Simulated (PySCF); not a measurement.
Work out the structure from these simulated measurements.

Formula: C4H11PS.

| Property | Result |
| --- | --- |
| 1H NMR | chemical shifts (computed TMS as zero) by class: 2.02 (2 H), 1.98 (3 H), 0.96 (6 H) ppm [GIAO PBE0/pcSseg-1] |
| Valence photoelectron | vertical ionisation energy: 8.21 eV [ΔSCF wB97X-D/def2-SVPD] |
| UV, first state | lowest singlet excitation: 5.50 eV (226 nm, f = 0.003) [TDDFT wB97X-D/def2-SVPD] |
| Polarisability | 98.0 au [wB97X-D/def2-SVPD] |
| NMR, other nuclei | isotropic shieldings of nuclei other than C and H, by class: 397 (1 P), 580 (1 S) ppm [GIAO PBE0/pcSseg-1] |
| 13C NMR | chemical shifts (computed TMS as zero) by class: 41.1 (1 C), 19.2 (1 C), 15.9 (2 C) ppm [GIAO PBE0/pcSseg-1] |
| Rotational structure | rotational constants A, B, C: 4.034, 1.246, 1.161 GHz [PBE0-D3(BJ)/def2-SVP] |

Electronic properties: PySCF, gas phase, density fitting. Levels stand in brackets. The structure is a single PBE0-D3(BJ)/def2-SVP conformer in the gas phase; no vibrational or solvent corrections. Each NMR value is the plain mean over a class of atoms that symmetry, rotation or inversion makes alike.

Question: What is the compound? Reason from the data.

Answer: Numbering: `[CH3:1][S:2][CH2:3][P:4]([CH3:5])[CH3:6]`. 4 carbons fall into 3 classes; from least to most shielded: sp3 carbon bound to sulfur [C3] (41.1 ppm), S-methyl carbon [C1] (19.2 ppm), sp3 carbon bound to phosphorus [C5/C6] (15.9 ppm, 2 C). Hydrogen classes from least to most shielded: 2 H on an sp3 carbon bound to sulfur, C3 (2.02 ppm), 3 H on an S-methyl carbon, C1 (1.98 ppm, a mean of values up to 1.0 ppm apart in this geometry), 6 H on 2 like atoms (sp3 carbon bound to phosphorus), C5/C6 (0.96 ppm, a mean of values up to 1.4 ppm apart in this geometry). The other shieldings belong to: 397 ppm, phosphine phosphorus [P4]; 580 ppm, sulfide sulfur [S2]. The first electron is taken from the HOMO, whose largest Löwdin shares are 0.49 on the sulfide sulfur, 0.18 on the phosphine phosphorus, 0.11 on the sp3 carbon bound to sulfur and 0.08 on the S-methyl carbon. The optimised geometry has point group C1 and is an asymmetric top. Structure: `CSCP(C)C`. The assignments are read from this structure; whether some other isomer fits the data as well wasn't checked.

The values belong to the conformer `[CH3:1][S:2][CH2:3][P:4]([CH3:5])[CH3:6]`: C1–S2–C3–P4 69°, S2–C3–P4–C5 72°.
